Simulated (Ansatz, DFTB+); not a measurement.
**How well does each level of theory give the elastic constant C11 of hcp Ru?**

Reference value: 563 GPa (measured, temperature not stated, no zero-point or thermal correction; as tabulated in Mehl and Papaconstantopoulos (1996), arXiv:mtrl-th/9602003).

| level (code) | value (GPa) | cell (Å³/atom) | difference (%) |
|---|---|---|---|
| GFN1-xTB as cut by DFTB+ | 397 | 14.24 | -29 |
| LDA (Ansatz) | 658 | 13.09 | +16.9 |
| PBE (Ansatz) | 567 | 13.77 | +0.7 |
| PBE-D3(BJ) (Ansatz) | 610 | 13.44 | +8.3 |
| r²SCAN (Ansatz) | 609 | 13.49 | +8.2 |

The reference's temperature isn't stated, so close values are not ranked against it. Off by more than 25 %, or 35 % on the side where a correction would as a rule narrow the miss (bounds picked here): GFN1-xTB as cut by DFTB+ (-29 %).

The reference isn't brought to a static lattice, while the calculations are for one, so the differences are not the levels' errors alone. A static lattice is as a rule stiffer than a warm one, by over a tenth in soft solids.  GFN1-xTB as cut by DFTB+: the method was fitted mainly to molecules. GFN1-xTB as cut by DFTB+: codes differ in how they cut the long-range tail of xTB's charge interaction in a crystal, so the value belongs to this code. PBE-D3(BJ): the dispersion coefficients are held fixed in the derivatives. Each level is taken at its own relaxed cell. Cutoffs differ between the levels. Ansatz's density-functional and Hartree–Fock values are scalar-relativistic unless marked +SOC, with PAW data made under PBE.

Differences are worked out from the printed values.

Ansatz is an electronic-structure program.
